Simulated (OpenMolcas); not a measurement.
**MgH2 (SMILES [MgH2]): the vertical ionisation energy from total energies**

MgH2 has 3 atoms, charge 0, and is taken as a singlet. As SMILES, `[MgH2]`. Geometry: a GFN2-xTB relaxation, a rough one for these elements and not checked as a minimum.

```xyz
3

Mg    0.0001    0.0000    0.0000
H     0.6137    1.4250    0.4893
H    -0.6138   -1.4250   -0.4894
```

Both states at this one shape; open shells run unrestricted unless said. 1 Eh = 27.2114 eV.

| level | program | singlet MgH2 (Eh) | doublet [MgH2]+ (Eh) | HOMO of the first (eV) |
| --- | --- | --- | --- | --- |
| HF/STO-3G, open shells restricted | OpenMolcas | -198.213820 | -197.973365 | -6.87 |
| PBE/STO-3G | OpenMolcas | -198.557741 | -198.311108 | -2.08 |
| B3LYP/STO-3G | OpenMolcas | -198.715207 | -198.458981 | -3.30 |

**Question.** Work out the vertical ionisation energy at each level.

**Answer.** 
1. HF/STO-3G, open shells restricted: -197.973365 − (-198.213820) = 0.240455 Eh = 6.54 eV; −ε(HOMO) = 6.87 eV.
2. PBE/STO-3G: -198.311108 − (-198.557741) = 0.246633 Eh = 6.71 eV; −ε(HOMO) = 2.08 eV.
3. B3LYP/STO-3G: -198.458981 − (-198.715207) = 0.256226 Eh = 6.97 eV; −ε(HOMO) = 3.30 eV.

No measured value is set beside it here; the levels span 6.54 to 6.97 eV. In Hartree–Fock, −ε(HOMO) (Koopmans) exceeds the difference of totals by the orbital relaxation of the ion. In semi-local functionals −ε(HOMO) lies far under the ionisation energy, a result of self-interaction, while the difference of totals does much better. Hartree–Fock favours the state with fewer electron pairs, since it lacks pair correlation. Minimal sets are far from the basis-set limit.
